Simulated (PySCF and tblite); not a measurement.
CF3NH2, CH₂F₃N, numbered as in [NH2:1][C:2]([F:3])([F:4])[F:5].

Free energies: r2SCAN-D3(BJ)/def2-TZVP (IEF-PCM, acetonitrile) on GFN2-xTB structures plus GFN2-xTB thermal terms, symmetry and mirror images included. Conformers within 3 kcal/mol (GFN2-xTB free energy) were kept, 10 at most. GIAO shieldings: PBE0/pcSseg-1 (IEF-PCM, acetonitrile). Shifts are against TMS (¹³C), CFCl3 (¹⁹F), NH3 (¹⁵N) at the same level. Codes: tblite and PySCF.

```tsv
conformer	shape	weight %	dipole D
1	Cs	100.0	3.22
```

Question: How do the computed shifts compare with measured ones?

Answer: 
| nucleus | signal | leading conformer | average | measured | medium |
| --- | --- | --- | --- | --- | --- |
| ¹⁹F | F3/F4/F5 | -71.7 | -71.7 | -48.9 | not stated |
| ¹⁹F | F3/F4/F5 | -71.7 | -71.7 | -49 | not stated |

Measured values: G. Saielli, R. Bini, A. Bagno, Computational 19F NMR. 2. Organic compounds, RSC Adv. 2014, ESI (exp. from Berger-Braun-Kalinowski 1994 and Everett 1995); Wikipedia, Fluorine-19 nuclear magnetic resonance spectroscopy.  The computed shifts are unscaled and lack vibrational corrections.


¹⁵N shifts are against a computed isolated NH3 molecule, about 20 ppm from the liquid.